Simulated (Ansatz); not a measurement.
**[H···H···NH], triplet: transfer scan**

Starting geometry:

```xyz
4

H    -2.0834    0.0594    0.0000
H    -1.3384    0.0594    0.0000
N     0.2116    0.0594    0.0000
H     0.4807   -0.9448    0.0000
```

From there H2 is moved from one fragment to the other while all else, the fragments' distance too, stays fixed, so the hump isn't the reaction's barrier; atoms are numbered as listed. Energies are in kcal/mol, counted from the starting geometry at the same level. Kohn–Sham curves are unrestricted where that lies lower.

Basis cc-pVTZ; Ansatz 0.2.0. Correlated methods freeze the noble-gas cores. Prefix R: restricted or restricted open-shell reference; prefix U: unrestricted.

Full CI isn't at hand for all of this; UCCSDT(Q) serves as the reference, and is uncertain by about the last step of the cluster series.

| distance H1-H2 (Å) | UCCSDT(Q) | PBE | r2SCAN | PBE0 | B3LYP | CAM-B3LYP | wB97M-V | B2PLYP | RPA-PBE |
| --- | --- | --- | --- | --- | --- | --- | --- | --- | --- |
| 0.745 | 0.0 | 0.0 | 0.0 | 0.0 | 0.0 | 0.0 | 0.0 | 0.0 | 0.0 |
| 0.818 | 2.0 | -0.3 | 0.4 | 0.7 | 0.9 | 1.0 | 1.6 | 1.6 | 1.7 |
| 0.964 | 8.4 | 1.9 | 3.5 | 4.7 | 5.1 | 5.6 | 7.1 | 6.8 | 6.9 |
| 1.109 | 8.8 | 1.8 | 3.0 | 4.6 | 5.6 | 5.7 | 7.8 | 6.8 | 7.5 |
| 1.255 | 6.2 | 2.0 | 2.0 | 3.0 | 4.9 | 4.0 | 6.0 | 4.5 | 6.2 |

**Question.** Judged by the spread of the error over the points with a reference (largest less smallest), which of these follows UCCSDT(Q) best and which worst?

**Answer.** Subtracting the UCCSDT(Q) column from each: best wB97M-V (errors from -1.2 to 0.0, spread 1.2 kcal/mol), worst PBE (from -7.0 to 0.0, spread 7.0 kcal/mol). Functionals and wave-function methods converge differently with the basis, so part of this is basis effect.
